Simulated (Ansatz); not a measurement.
Basis-set extrapolation for OS2 (`O=S=S`) (PBE0-D4/def2-TZVP geometry, frozen core, the Gaussian-basis code of Ansatz). Multiplicity 1, RHF reference.

```tsv
	cc-pV(T+d)Z	cc-pV(Q+d)Z
HF	-869.943308	-869.958605
MP2 correlation	-0.596199	-0.645958
CCSD(T) correlation	-0.640766	-0.688370
```

Energies in hartree. Use E(X) = E(∞) + A·exp(−5.46·√X) for Hartree–Fock and E(X) = E(∞) + B·X^(−3.05) for correlation, with X = 3 and 4.

**Question.** What is the CCSD(T) energy at the basis-set limit?

**Answer.** HF limit: -869.958605 + (-0.015297) × 0.30130 = -869.96321. Correlation limit: -0.688370 + (-0.047604) × 0.71189 = -0.72226. Total: -870.68547 hartree, 63.6 kcal/mol below CCSD(T)/cc-pV(T+d)Z.
